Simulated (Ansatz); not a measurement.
# doublet Cl2(+): levels of theory in one basis

```xyz
2

Cl    0.0000    0.0000    0.0000
Cl    0.0000    0.0000    1.8910
```

Basis set: def2-SVP (spherical functions). Left uncorrelated: 10 orbitals. Correlation on ROHF uses semicanonical orbitals with singles. Charge 1, multiplicity 2.

Computed with Ansatz (development build ahead of 0.2.0); each method stands on the lowest determinant of its kind that the runs found.

| method | E − E(ROHF) (eV) | <S²> of the determinant |
| --- | --- | --- |
| ROHF | 0.00 | – |
| UHF | -0.16 | 0.76 |
| ROHF-MP2 | -7.48 | – |
| UHF-MP2 | -7.40 | 0.76 |
| ROHF-CCSD(T) | -8.32 | – |

Q: Is a single determinant a sound starting point here?

A: By this sign, yes. Unrestricted orbitals gain 0.16 eV and <S²> is 0.76 against 0.75 for a pure state.

Caution for ROHF-MP2, UHF-MP2: MP2 on this radical cation hangs on the determinant chosen. Caution for ROHF-CCSD(T): the amplitudes may be one of several solutions.
